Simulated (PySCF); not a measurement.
Diethyl sulfoxide, C₄H₁₀OS.
SMILES: `S(CC)(CC)=O`

Method used: PySCF, TDDFT B3LYP/def2-SVPD, vertical, gas phase, core orbitals frozen in the response. Isolated species at its GFN2-xTB geometry (one conformer only). Torsions of this conformer, `[CH3:1][CH2:2][S:3](=[O:4])[CH2:5][CH3:6]`: C1–C2–S3–O4 -67°, C2–S3–C5–C6 175°.

Each state is given a Gaussian of 0.5 eV full width at half maximum, with ε(max) = 2.175×10⁸ f / Δν̃ (Δν̃ the width in cm⁻¹). The width is an assumption, not a result. The curve ends short of the highest state used, and states not computed would add to its high-energy end.

(λ (nm), ε (L mol⁻¹ cm⁻¹)): (195.6, 5664), (197.5, 5134), (199.5, 4426), (201.5, 3769), (203.4, 3329), (205.4, 3129), (207.4, 3189), (209.3, 3429), (211.3, 3782), (213.3, 4134), (215.2, 4383), (217.2, 4488), (219.2, 4398), (221.1, 4133), (223.1, 3699), (225.1, 3161), (227.0, 2611), (229.0, 2045), (231.0, 1535), (232.9, 1126), (234.9, 782), (236.9, 523), (238.8, 346), (240.8, 216), (242.8, 131), (244.7, 79), (246.7, 45), (248.6, 26), (250.6, 14), (252.6, 7)

Problem. Where are the band maxima, and which computed states make them?

Solution. 217 nm (5.71 eV), ε about 4500, made up of S1 (83%) (ε in L mol⁻¹ cm⁻¹; maxima over ε = 5, shares over 10%). At its high-energy end, 6.34 eV, the curve is still rising (ε about 5700, from S4). The states used: S1 5.66 eV (f 0.071); S2 5.91 eV (f 0.011); S3 5.94 eV (f 0.012); S4 6.40 eV (f 0.104); S5 6.81 eV (f 0.016); S6 6.83 eV (f 0.0003); S7 6.85 eV (f 0.0000); S8 6.94 eV (f 0.0063).

Problem. What would ε be at 5.71 eV, the highest of these maxima, with half the width (0.25 eV)?

Solution. About 7150 L mol⁻¹ cm⁻¹ against 4490, a factor of about 1.6; a lone state at its own centre would give exactly 2.

Problem. Coming from long wavelengths, where does ε first pass 100 L mol⁻¹ cm⁻¹?

Solution. At about 244 nm (5.09 eV), 0.57 eV below S1.

Problem. On this curve, what absorbance would a 10⁻³ mol/L sample give at 222 nm over a 1 cm path?

Solution. 222 nm is 5.585 eV, where ε is about 4000 L mol⁻¹ cm⁻¹, so A = ε c l ≈ 4 (Beer–Lambert, with the gas-phase spectrum and the assumed width).
